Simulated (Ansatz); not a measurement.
Cartesian coordinates in Å:
```
C -2.196 -1.181 0.178
C -1.112 -0.665 0.171
C 0.199 0.016 0.159
C 0.363 0.746 -1.176
N 0.335 0.994 1.228
N 1.222 -0.987 0.416
H -3.154 -1.644 0.195
H -0.420 1.494 -1.319
H 0.308 0.037 -2.004
H 1.333 1.246 -1.187
H -0.382 1.704 1.149
H 0.211 0.523 2.117
H 1.163 -1.737 -0.261
H 2.132 -0.547 0.334
```

Total charge 0; spin multiplicity 1.

List the r2SCAN/def2-TZVPP orbital energies in eV (Ansatz). (Estimate.)

The calculation gave: Occupied: -384.98, -384.94, -275.45, -273.04, -272.91, -272.88, -24.64, -22.14, -19.74, -18.78, -16.19, -14.01, -13.02, -12.86, -11.47, -11.07, -10.29, -9.76, -9.56, -7.33, -6.91, -6.13, -6.01. Lowest empty: 0.29, 0.44, 0.85, 2.14, 2.55, 2.77, 2.83, 2.94.
